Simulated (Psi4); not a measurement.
**singlet [N2H3]+ at 3 levels**

Wanted: a comparison of 3 runs (DSD-PBEP86/def2-TZVP, TPSSh/def2-TZVP, MP3/def2-TZVP) of singlet [N2H3]+. 

The calculation is run with Psi4 1.11.

1 further run of the same task is left out (it didn't finish).

### 1 The structure to begin with

[N2H3]+: 5 atoms, total charge +1, spin state singlet. As SMILES of the parent species, `[NH]N`. The coordinates come from a PBE0-D4/def2-TZVP relaxation. This is one conformer, not always the lowest. That shape belongs to the parent species and isn't relaxed for this state.

Bond lengths: N1–N2 1.338 Å, N1–H3 1.021 Å, N2–H4 1.008 Å, N2–H5 1.012 Å. Angles: N1–N2–H4 113.9°, N1–N2–H5 120.9°, N2–N1–H3 106.1°, H4–N2–H5 114.6°.

### 2 The energy at DSD-PBEP86/def2-TZVP (density fitting for correlation) (run 1)

File run.py:

```python
import numpy as np
from ase.calculators.psi4 import Psi4
from ase import Atoms

atoms = Atoms(['N', 'N', 'H', 'H', 'H'], positions=[
    [-0.187600, -0.818050, 0.454040],
    [-0.128660, 0.235610, -0.368450],
    [0.759840, -0.951450, 0.811270],
    [-1.030950, 0.592300, -0.640030],
    [0.587360, 0.941580, -0.256830],
])
calc = Psi4(atoms=atoms, method='dsd-pbep86', basis='def2-TZVP', memory='2200MB', num_threads=1, charge=1, multiplicity=1, label='calc')
calc.psi4.set_options({'puream': True, 'e_convergence': 1e-09, 'd_convergence': 1e-08, 'scf_type': 'pk', 'dft_radial_points': 99, 'dft_spherical_points': 590, 'num_frozen_docc': 2})
atoms.calc = calc

print(f'energy: {atoms.get_potential_energy():.6f} eV')
```

The run is started by

```console
$ python run.py
```

calc.dat:

```text
[...]
  Running in c1 symmetry.
[...]
  Nuclear repulsion =   36.727994683701468
[...]
  Multiplicity = 1
[...]
  Nalpha       = 8
  Nbeta        = 8
[...]
    Number of basis functions: 80
[...]
   @RKS iter   1:  -110.54096357759698   -2.47866e-01   2.59503e-03 DIIS/ADIIS
[...]
   @RKS iter  12:  -110.56947614808865   -1.75220e-11   8.72341e-09 DIIS
[...]
    Orbital Energies [Eh]
    ---------------------
    Doubly Occupied:
       1A    -15.559646     2A    -15.554037     3A     -1.551811
       4A     -1.243055     5A     -1.021822     6A     -0.938372
       7A     -0.795118     8A     -0.756325
[...]
  @RKS Final Energy:  -110.56947614808865
   => Energetics <=
    Nuclear Repulsion Energy =             36.7279946837014677
    One-Electron Energy =                -216.7975673840793434
    Two-Electron Energy =                  73.6320268719804290
    DFT Exchange-Correlation Energy =      -4.1319303196912145
    Empirical Dispersion Energy =           0.0000000000000000
    VV10 Nonlocal Energy =                  0.0000000000000000
    Total Energy =                       -110.5694761480886541
[...]
 Multipole Moments:
 ------------------------------------------------------------------------------------
     Multipole            Electronic (a.u.)      Nuclear  (a.u.)        Total (a.u.)
 ------------------------------------------------------------------------------------
 L = 1.  Multiply by 2.5417464519 to convert [e a0] to [Debye]
 Dipole X            :         -0.0951360            0.6691287            0.5739926
 Dipole Y            :         -0.3785546            1.2323074            0.8537529
 Dipole Z            :          0.1302309           -0.1810898           -0.0508589
 Magnitude           :                                                    1.0300233
[...]
```

On the terminal:

```text
energy: -3014.570996 eV
```

It took 18 s on 1 thread of Intel Xeon at 2.50GHz (Skylake/Cascade Lake), shared host; peak memory 0.93 GiB.

### 3 Energy and gradient at TPSSh/def2-TZVP (run 2)

File calc.inp:

```
memory 2.2 GB

molecule {
  1 1
  N     -0.187600    -0.818050     0.454040
  N     -0.128660     0.235610    -0.368450
  H      0.759840    -0.951450     0.811270
  H     -1.030950     0.592300    -0.640030
  H      0.587360     0.941580    -0.256830
  symmetry c1
  no_reorient
  no_com
}

set globals {
  basis                def2-TZVP
  puream               true
  e_convergence        1e-09
  d_convergence        1e-08
  scf_type             pk
  dft_radial_points    99
  dft_spherical_points 590
}

E, wfn = gradient('tpssh', return_wfn=True)
```

The run is started by

```console
$ psi4 calc.inp calc.out -n 1
```

calc.out:

```text
[...]
  Running in c1 symmetry.
[...]
  Nuclear repulsion =   36.727994683701468
[...]
  Multiplicity = 1
[...]
  Nalpha       = 8
  Nbeta        = 8
[...]
    Number of basis functions: 80
[...]
   @RKS iter   1:  -110.92668935028519   -6.70346e-02   4.53718e-03 ADIIS/DIIS
[...]
   @RKS iter  10:  -110.97555764734231   -1.54898e-12   4.06145e-09 DIIS
[...]
    Orbital Energies [Eh]
    ---------------------
    Doubly Occupied:
       1A    -14.676192     2A    -14.658500     3A     -1.315794
       4A     -1.056013     5A     -0.872072     6A     -0.797659
       7A     -0.694572     8A     -0.612519
[...]
  @RKS Final Energy:  -110.97555764734231
   => Energetics <=
    Nuclear Repulsion Energy =             36.7279946837014677
    One-Electron Energy =                -217.0166637391652102
    Two-Electron Energy =                  82.4700862910180206
    DFT Exchange-Correlation Energy =     -13.1569748828965896
    Empirical Dispersion Energy =           0.0000000000000000
    VV10 Nonlocal Energy =                  0.0000000000000000
    Total Energy =                       -110.9755576473423133
[...]
 Multipole Moments:
 ------------------------------------------------------------------------------------
     Multipole            Electronic (a.u.)      Nuclear  (a.u.)        Total (a.u.)
 ------------------------------------------------------------------------------------
 L = 1.  Multiply by 2.5417464519 to convert [e a0] to [Debye]
 Dipole X            :          3.8887287           -3.5858876            0.3028411
 Dipole Y            :          7.0473326           -6.6039314            0.4434012
 Dipole Z            :         -1.0250272            0.9704500           -0.0545773
 Magnitude           :                                                    0.5397185
[...]
  -Total Gradient:
     Atom            X                  Y                   Z
    ------   -----------------  -----------------  -----------------
       1        0.001963014716    -0.076951883814     0.081480788542
       2        0.016134685603     0.073714285338    -0.099887324255
       3       -0.011826520594     0.001951660448    -0.008662037147
       4        0.015772126737     0.003186037640     0.016044149623
       5       -0.022042893737    -0.001900935187     0.011023970469
[...]
```

Run time: 61 s. Hardware: 1 thread of Intel Xeon at 2.50GHz (Skylake/Cascade Lake), shared host; peak memory 1.1 GiB.

### 4 The energy at MP3/def2-TZVP (run 3)

File h3n2.json:

```json
{
 "schema_name": "qcschema_input",
 "schema_version": 1,
 "molecule": {
  "schema_name": "qcschema_molecule",
  "schema_version": 2,
  "symbols": ["N", "N", "H", "H", "H"],
  "geometry": [-0.35451262, -1.54589046, 0.85801125, -0.24313216, 0.44523837, -0.69626959, 1.4358895, -1.79797992, 1.53307811, -1.94821315, 1.11928478, -1.20948141, 1.10994954, 1.77932832, -0.48533836],
  "molecular_charge": 1,
  "molecular_multiplicity": 1,
  "fix_symmetry": "c1"
 },
 "driver": "energy",
 "model": {
  "method": "mp3",
  "basis": "def2-TZVP"
 },
 "keywords": {
  "puream": true,
  "e_convergence": 1e-09,
  "d_convergence": 1e-08,
  "scf_type": "pk",
  "num_frozen_docc": 2,
  "mp_type": "conv"
 }
}
```

The run is started by

```console
$ psi4 --qcschema h3n2.json -n 1 --memory 2200MB
```

stdout:

```text
[...]
  Running in c1 symmetry.
[...]
  Nuclear repulsion =   36.727994691660108
[...]
  Multiplicity = 1
[...]
  Nalpha       = 8
  Nbeta        = 8
[...]
    Number of basis functions: 80
[...]
   @RHF iter   1:  -110.27323179786146   -3.25430e-01   3.28334e-03 DIIS/ADIIS
[...]
   @RHF iter  14:  -110.32352107911555   -7.27596e-12   4.29184e-09 DIIS
[...]
    Orbital Energies [Eh]
    ---------------------
    Doubly Occupied:
       1A    -16.006823     2A    -15.986747     3A     -1.654789
       4A     -1.324452     5A     -1.082965     6A     -0.995425
       7A     -0.835236     8A     -0.813733
[...]
  @RHF Final Energy:  -110.32352107911555
   => Energetics <=
    Nuclear Repulsion Energy =             36.7279946916601077
    One-Electron Energy =                -216.7026911457458596
    Two-Electron Energy =                  69.6511753749701938
    Total Energy =                       -110.3235210791155509
[...]
 Multipole Moments:
 ------------------------------------------------------------------------------------
     Multipole            Electronic (a.u.)      Nuclear  (a.u.)        Total (a.u.)
 ------------------------------------------------------------------------------------
 L = 1.  Multiply by 2.5417464519 to convert [e a0] to [Debye]
 Dipole X            :         -0.0886814            0.6691287            0.5804472
 Dipole Y            :         -0.4212743            1.2323074            0.8110331
 Dipole Z            :          0.1789719           -0.1810898           -0.0021178
 Magnitude           :                                                    0.9973456
[...]
	SCS-MP2 Total Energy (a.u.)        :  -110.72083424247995
	SOS-MP2 Total Energy (a.u.)        :  -110.72028468464406
[...]
	SOS-PI-MP2 Total Energy (a.u.)     :  -110.75080496199240
[...]
	MP2 Total Energy (a.u.)            :  -110.72193335815170
[...]
	SCS-MP3 Total Energy (a.u.)        :  -110.72334784358033
[...]
	MP3 Total Energy (a.u.)            :  -110.73198776255322
[...]
```

The result, in JSON:

```text
{
 "driver": "energy",
 "model": {
  "method": "mp3",
  "basis": "def2-TZVP"
 },
 "success": true,
 "return_result": -110.73198776255322,
 "properties": {
  "calcinfo_nbasis": 80,
  "calcinfo_nmo": 80,
  "calcinfo_nalpha": 8,
  "calcinfo_nbeta": 8,
  "calcinfo_natom": 5,
  "nuclear_repulsion_energy": 36.72799469166011,
  "return_energy": -110.73198776255322,
  "scf_one_electron_energy": -216.70269114574586,
  "scf_two_electron_energy": 69.6511753749702,
  "scf_dipole_moment": [0.5804472111348016, 0.8110331214129636, -0.0021178113935169662],
  "scf_total_energy": -110.32352107911555,
  "scf_iterations": 14,
  "mp2_same_spin_correlation_energy": -0.09320950555268091,
  "mp2_opposite_spin_correlation_energy": -0.30520277348346514,
  "mp2_singles_energy": 0.0,
  "mp2_doubles_energy": -0.39841227903614607,
  "mp2_correlation_energy": -0.39841227903615106,
  "mp2_total_energy": -110.7219333581517
 }
}
```

Run time: 11 s. Hardware: 1 thread of Intel Xeon at 2.50GHz (Skylake/Cascade Lake), shared host; peak memory 0.63 GiB.

### 5 All runs side by side

```
run                                                   level      task  fitting correlation  energy (Eh)  HOMO energy (eV)  LUMO energy (eV)  HOMO–LUMO gap (eV)  wall time
  1  DSD-PBEP86/def2-TZVP (density fitting for correlation)    energy      density fitting  -110.783442            -20.58             -8.42               12.16       18 s
  2                                         TPSSh/def2-TZVP  gradient                    –  -110.975558            -16.67            -11.99                4.68       61 s
  3                                           MP3/def2-TZVP    energy                 none  -110.731988            -22.14             -6.48               15.66       11 s
```

### 6 Results

| quantity | value |
| --- | --- |
| run 3: total energy | -110.73199 Eh |
| run 3: HOMO energy (Hartree–Fock orbitals) | -22.14 eV |
| run 3: LUMO energy (Hartree–Fock orbitals) | -6.48 eV |
| run 3: HOMO–LUMO gap (Hartree–Fock orbitals) | 15.66 eV |
| run 3: correlation energy (2 core orbitals frozen) | -408.5 mEh |

What this shows: Totals of different functionals can't be ranked against each other. All runs together took 90 s, the longest 61 s.
